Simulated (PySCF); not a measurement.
## Stretching AlO⁻

Set-up: basis Al def2-TZVPPD, O def2-TZVPPD; no relativity; PySCF 2.14. Energies in eV from Al + O⁻ in their ground configurations at the same level. State: ¹Σ⁺ (singlet), closed shell.

```tsv
R (Å)	M06-2X
1.410	-4.915
1.476	-5.708
1.542	-6.136
1.591	-6.281
1.640	-6.313
1.689	-6.257
1.755	-6.082
1.837	-5.751
1.935	-5.255
2.066	-4.516
```

Put a parabola through the three lowest points of the M06-2X curve and estimate Re, k and ωe (reduced mass 10.04 u; 1 eV/Å² = 0.16022 mdyn/Å; ωe = 1302.8·√(k/μ) cm⁻¹).

Through R = 1.591, 1.64, 1.689 Å the second-order coefficient is 18.3 eV/Å², so Re ≈ 1.633 Å, k ≈ 5.87 mdyn/Å and ωe ≈ 996 cm⁻¹. A polynomial fit of higher order to the unrounded M06-2X energies gives Re = 1.631 Å, k = 6.03 mdyn/Å, ωe = 1010 cm⁻¹; anharmonicity and rounding make the difference.

The higher-order fit for each curve: M06-2X: Re = 1.631 Å, ωe = 1010 cm⁻¹, De = 6.31 eV.

For an ion De counts to the pair picked by the measured ionisation energies or electron affinities, which need not be the lowest pair at this level.
